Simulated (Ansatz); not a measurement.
Which is lower?

Two relaxed structures of MgAlSiH5, closed shell (PBE0-D4/def2-TZVP; forces vanish, vibrations not checked).

A:

```csv
atom,x (Å),y (Å),z (Å)
Mg1,-1.2900,0.9716,-1.8037
Al2,0.6097,-1.4667,1.0374
Si3,0.2458,0.7945,0.2563
H4,-2.3101,1.0664,-3.1671
H5,1.5531,1.4383,-0.0922
H6,-0.3559,1.6284,1.3462
H7,1.7789,-2.3584,0.4267
H8,-0.4012,-2.1454,2.0632
```

B:

```
atom    x (Å)    y (Å)    z (Å)
 Mg1  -1.5711   1.3394  -2.0412
 Al2   0.6544   0.5537  -0.6488
 Si3   0.5036  -0.9333   1.3183
  H4  -2.9744   1.8224  -2.8977
  H5   2.1384   1.0234  -1.0293
  H6  -0.3100  -0.2731   2.3860
  H7   1.7920  -1.3463   1.9463
  H8  -0.2329  -2.1862   0.9664
```

Ansatz 0.2.0; basis: def2-TZVPP; cores frozen in the correlated methods. The outer core shell of Li, Na, Mg and K is correlated. The def2 sets are not built for correlating such inner shells, so the correlated values are less sure here. B3LYP uses VWN-RPA correlation.

Which structure is lower at CCSD(T), and by how much? (Judge from chemistry; the value comes from the calculation.)

The calculation gives: A, by 2.92 kcal/mol (electronic energy, against the other). By their contacts, A is MgAlSiH₅ ([MgH][SiH2][AlH2]) and B is MgAlSiH₅ ([MgH][AlH][SiH3]).

All methods give the same order:

| method | E(B) − E(A) (kcal/mol) |
| --- | --- |
| PBE-D4 | 3.88 |
| r2SCAN-D4 | 4.80 |
| PBE0-D4 | 3.40 |
| B3LYP-D4 | 3.53 |
| wB97M-V | 4.57 |
| HF | 0.50 |
| MP2 | 4.11 |
| CCSD | 2.38 |
| CCSD(T) | 2.92 |

T1 diagnostic: at most 0.013.

Labels in which every atom is bracketed show which atoms are joined, not bond orders.

For scale, one of the runs: CCSD(T)/def2-TZVPP, 186 basis functions, launched by `ansatz run in.yaml --threads 2 --pin off --events-out ev --progress --plain --max-ram 4352MiB`. Hardware: 2 CPU threads of an Arm Neoverse V2, shared host. Wall time 32 s; peak host memory 1.8 GiB.
